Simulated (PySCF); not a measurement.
Species: C3H8O.
Geometry (PBE0-D3(BJ)/def2-SVP, Å), atoms numbered from 1 in this order:
```
atom  x, y, z in Å
C1    -0.0466   -1.6454    0.6901
C2     0.4136   -0.3509    0.0656
O3    -0.6964    0.4723   -0.1469
C4    -0.3739    1.6984   -0.7180
H5     0.8056   -2.3182    0.8670
H6    -0.7637   -2.1563    0.0306
H7    -0.5448   -1.4525    1.6517
H8     1.1505    0.1566    0.7245
H9     0.9376   -0.5486   -0.8942
H10    0.1027    1.5846   -1.7133
H11    0.3185    2.2876   -0.0822
H12   -1.3029    2.2725   -0.8424
```

Theory: PBE0-D3(BJ)/def2-SVP geometry optimisation, gas phase in PySCF 2.14.0.

Take the most abundant isotopes and a rigid rotor. The values belong to one conformer with, in the numbering `[CH3:1][CH2:2][O:3][CH3:4]`, C1–C2–O3–C4 180°.

What are A, B and C (MHz)?

Ia = 17.73, Ib = 120.55, Ic = 128.67 u·Å²; 505379 MHz·u·Å²/I gives A = 28506, B = 4192, C = 3928 MHz.

What kind of rotor is it?

A near-prolate asymmetric top: κ = (2 × 4192 − 28506 − 3928)/(28506 − 3928) = -0.98.

Is it planar, by Δ = Ic − Ia − Ib?

Not planar: Δ = Ic − Ia − Ib = -9.61 u·Å². For a rigid frame Δ = −2 Σ m c², so Σ m c² = 4.81 u·Å² lies off the ab plane, practically all of it from hydrogen. The atom farthest from that plane is 0.90 Å away.

Give the other two planar moments, Paa and Pbb, and the rms extents of the mass along the axes.

Paa = Σ m a² = (Ib + Ic − Ia)/2 = 115.75 and Pbb = Σ m b² = (Ia + Ic − Ib)/2 = 12.92 u·Å². With the mass M = 60.06 u, the rms extents √(P/M) along a, b and c are 1.39, 0.46, 0.28 Å.

Where do the levels up to J = 3 lie, in MHz?

Above 0(0,0):
J = 1: 1(0,1) 8120, 1(1,1) 32434, 1(1,0) 32699
J = 2: 2(0,2) 24358, 2(1,2) 48409, 2(1,1) 49203, 2(2,1) 122146, 2(2,0) 122148
J = 3: 3(0,3) 48709, 3(1,3) 72371, 3(1,2) 73958, 3(2,2) 146505, 3(2,1) 146516, 3(3,1) 268739, 3(3,0) 268739
Those of J = 1 are B + C, A + C and A + B.

Which types of transition are allowed, and where do some lines up to J = 2 fall?

The dipole components are |μa| = 0.18 D, |μb| = 1.12 D, |μc| = 0.00 D; the mirror of this Cs structure is the ab plane, so μc vanishes by symmetry and there are no c-type lines. Intensities carry the squares of the components, which stand as 0.03 : 1.00 (a : b). Some lines, for components of 0.1 D or more:

| type | branch | J(Ka,Kc) | MHz | lower level (cm⁻¹) |
| --- | --- | --- | --- | --- |
| a | Q | 2(1,1) ← 2(1,2) | 794 | 1.615 |
| a | R | 1(0,1) ← 0(0,0) | 8120 | 0.000 |
| a | R | 2(1,2) ← 1(1,1) | 15975 | 1.082 |
| a | R | 2(0,2) ← 1(0,1) | 16238 | 0.271 |
| a | R | 2(1,1) ← 1(1,0) | 16504 | 1.091 |
| b | Q | 1(1,0) ← 1(0,1) | 24579 | 0.271 |
| b | Q | 2(1,1) ← 2(0,2) | 24845 | 0.812 |
| b | R | 1(1,1) ← 0(0,0) | 32434 | 0.000 |
| b | R | 2(1,2) ← 1(0,1) | 40290 | 0.271 |
| b | Q | 2(2,0) ← 2(1,1) | 72945 | 1.641 |
| b | Q | 2(2,1) ← 2(1,2) | 73736 | 1.615 |
| b | R | 2(2,1) ← 1(1,0) | 89447 | 1.091 |
| b | R | 2(2,0) ← 1(1,1) | 89714 | 1.082 |

Stationary, but not proved a minimum. Zero-point vibration and centrifugal distortion are left out. A rigid rotor knows nothing of internal rotation, which can split or shift real lines.
